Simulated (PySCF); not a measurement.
[WOCl4]-, Cl4OW (charge -1 and doublet state).
Bonds: O1–W2 (double), W2–Cl3, W2–Cl4, W2–Cl5, W2–Cl6.

Level of theory: PBE0-D3(BJ)/def2-SVP geometry optimisation, gas phase, def2 core potentials past Kr (PySCF).

Task: How far are the bound atoms from W2?

Result: 5 atoms: O1 1.681 Å, Cl3 2.366 Å, Cl5 2.368 Å, Cl4 2.371 Å, Cl6 2.373 Å.

Task: List the angles at W2.

Result: 
| angle | degrees | distance of the outer atoms (Å) |
| --- | --- | --- |
| Cl3–W2–Cl5 | 148.9 | 4.56 |
| Cl4–W2–Cl6 | 147.6 | 4.56 |
| O1–W2–Cl6 | 106.3 | 3.27 |
| O1–W2–Cl4 | 106.0 | 3.26 |
| O1–W2–Cl5 | 105.6 | 3.25 |
| O1–W2–Cl3 | 105.5 | 3.25 |
| Cl5–W2–Cl6 | 86.0 | 3.23 |
| Cl3–W2–Cl4 | 85.7 | 3.22 |
| Cl3–W2–Cl6 | 85.6 | 3.22 |
| Cl4–W2–Cl5 | 85.6 | 3.22 |

Task: What is the shape at W2?

Result: Square pyramidal: τ5 = (β − α)/60° = 0.02 from the two widest angles, 148.9° and 147.6° (0 for a square pyramid, 1 for a trigonal bipyramid).

Charge -1, doublet. ⟨S²⟩ = 0.756 (exact for a doublet: 0.75). The geometry's basis has no diffuse functions, a weakness for an anion. PBE0-D3(BJ)/def2-SVP frequencies: not computed here.

Hardware: Arm Neoverse V2, one thread, no GPU, shared host with 96 logical CPUs at a one-minute load of 25. Cost: 89 s of wall time, 0.57 GiB resident at most. These figures are those of the optimisation.
